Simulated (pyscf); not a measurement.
methane (CH₄) + SeH• → H₃C–SeH + H atom (H•), a substitution at C (doublet surface; C–H broken, C–Se formed). Optimised with ωB97X-D3(BJ)/def2-SVP in PySCF. MP2 and CC: frozen core, UHF for open shells. ΔMP2 is the change of the MP2 total energy from the triple- to the quadruple-zeta basis. Energies in kcal/mol from the separated reactants.

Small-basis levels: PySCF, no dispersion term, spherical d functions. AM1 to PM7: differences of heats of formation from MOPAC. Open shells are spin-unrestricted. 

```json
[
 {"level": "SVWN5/6-31G*+LANL2DZ", "barrier": "41.1", "reaction energy": "+40.4"},
 {"level": "BP86/6-31G*+LANL2DZ", "barrier": "51.5", "reaction energy": "+46.5"},
 {"level": "B3LYP/STO-3G", "barrier": "69.5", "reaction energy": "+50.4"},
 {"level": "B3LYP/3-21G", "barrier": "54.4", "reaction energy": "+44.1"},
 {"level": "B3LYP/6-31G*+LANL2DZ", "barrier": "58.6", "reaction energy": "+49.5"},
 {"level": "PM3", "barrier": "20.3", "reaction energy": "+24.5"},
 {"level": "PM6", "barrier": "43.9", "reaction energy": "+32.9"},
 {"level": "CCSD(T)/def2-TZVPP + ΔMP2(QZVPP)", "barrier": "55.9", "reaction energy": "+41.2"}
]
```

Against the last row the barrier runs from -35.7 (PM3) to +13.6 kcal/mol (B3LYP/STO-3G). At PM3 this geometry lies under one side, so the entry may be no barrier of that level: it is a single point on another level's saddle. CCSD(T)/def2-TZVPP + ΔMP2(QZVPP) has limits of its own. One saddle was located; it need not be the lowest between these sides. The angle at the attacked C is 180°. The CCSD(T) − MP2 part came from Ansatz, without density fitting, on the same reference. A UHF reference is spin-contaminated (<S²> up to 0.86), which harms MP2 most. The frozen core leaves the outer d or s,p core shells of the metals and heavy elements correlated in the MP2 and CC values, and def2-TZVPP describes them poorly, which can shift differences by a few kcal/mol. Left out: the spin-orbit lowering of SeH, which is large for Br, Se, Te and I. In the def2 sets elements up to Kr have no core potential.
